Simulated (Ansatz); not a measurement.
**Si₂NH₃ (SMILES N#[Si][SiH3]): a relaxed scan of the bond length N1–Si2**

Aim: the energy along the bond length N1–Si2, from CCSD(T) and from cheaper methods, relative to the minimum. At each value the rest of the molecule is relaxed at PBE0-D4 with the distance held.

Program: Ansatz 0.2.0, Gaussian basis. Level of theory: single points in def2-TZVPP. These are calculated values, not measurements.

Levels: PBE-D4, r2SCAN-D4, PBE0-D4, B3LYP-D4, wB97M-V, Hartree-Fock, MP2, CCSD, CCSD(T). The scan takes 1.280, 1.346, 1.442, 1.555, 1.680, 1.814, 1.957 Å.

Correlated methods freeze the cores. B3LYP uses VWN-RPA correlation.

32 further runs of the same task are left out: 32 set aside as unsound or not needed.

## (1) Starting geometry

The minimum, relaxed at PBE0-D4: SMILES `N#[Si][SiH3]`, 6 atoms, charge 0, spin multiplicity 1.

Atoms are counted from 1 here; the program's logs count them from 0.

Bond lengths: N1–Si2 1.561 Å, Si2–Si3 2.345 Å, Si3–H4 1.481 Å, Si3–H5 1.481 Å, Si3–H6 1.481 Å. Angles: N1–Si2–Si3 180.0°, Si2–Si3–H4 107.0°, Si2–Si3–H5 107.0°, Si2–Si3–H6 107.0°, H4–Si3–H5 111.9°, H4–Si3–H6 111.9°, H5–Si3–H6 111.9°.

Geometry (Å):

```
N     1.28308   -2.44967    1.35670
Si    0.63264   -1.20805    0.66900
Si   -0.34394    0.65666   -0.36368
H    -1.55318    0.17555   -1.07009
H     0.66076    1.20631   -1.30240
H    -0.67937    1.61919    0.71046
```

Energies of the minimum (eV), from earlier single points: PBE-D4 -17282.31491, r2SCAN-D4 -17289.60982, PBE0-D4 -17283.34114, B3LYP-D4 -17293.23164, wB97M-V -17289.92403, CCSD(T) -17264.83047.

At the minimum the bond length N1–Si2 is 1.561 Å.

## (2) N1–Si2 = 1.280 Å

The input, relax/in.yaml:

```yaml
crystal:
  periodic: [false, false, false]
  atoms:
    - {symbol: N, position_ang: [1.283081, -2.449674, 1.356704]}
    - {symbol: Si, position_ang: [0.749829, -1.431750, 0.792902]}
    - {symbol: Si, position_ang: [-0.226755, 0.432963, -0.239776]}
    - {symbol: H, position_ang: [-1.435995, -0.048144, -0.946184]}
    - {symbol: H, position_ang: [0.777949, 0.982613, -1.178497]}
    - {symbol: H, position_ang: [-0.562179, 1.395493, 0.834359]}
basis:
  gaussian: {orbitals: def2-TZVP}
hamiltonian: {xc: pbe0, dispersion: d4}
relax: {f_tol: 0.005, max_steps: 200, constraints: [{distance: [0, 1]}]}
```

The command line of these runs was not kept.

After this run come: N1–Si2 = 1.346 Å; N1–Si2 = 1.442 Å; N1–Si2 = 1.555 Å; N1–Si2 = 1.680 Å; N1–Si2 = 1.814 Å; N1–Si2 = 1.957 Å.

**Question.** What will these runs give? Wanted: highest point, CCSD(T); lowest point, CCSD(T); minimum along the scan, CCSD(T); RMS deviation from CCSD(T); largest T1 diagnostic.

The runs gave:

| quantity | value |
| --- | --- |
| highest point, CCSD(T) | 4.015 eV at 1.280 Å |
| lowest point, CCSD(T) | 0.000 eV at 1.561 Å |
| minimum along the scan, CCSD(T) | 1.590 Å |
| curvature there | 44.1 eV/Å² |
| RMS deviation from CCSD(T) | PBE-D4 0.098, r2SCAN-D4 0.236, PBE0-D4 0.354, B3LYP-D4 0.309, wB97M-V 0.466, Hartree-Fock 0.848, MP2 0.293, CCSD 0.216 eV |
| largest T1 diagnostic | 0.051 |

A polynomial through the near points puts the CCSD(T) minimum 0.029 Å above the PBE0-D4 value. It is steeper on the short side than on the long one. Curvature against CCSD(T): PBE-D4 +6 %, Hartree-Fock +56 %. PBE-D4 follows the CCSD(T) curve best and Hartree-Fock worst. 2 further points are left out, because the reference changes its state there. The T1 diagnostic is large here, over the usual mark for main-group molecules (transition-metal compounds often pass it harmlessly), so CCSD(T) itself may be off. The restricted Hartree–Fock reference is unstable towards an unrestricted one at one or more of these structures. The program raised a warning in one or more of these runs; the logs name it.
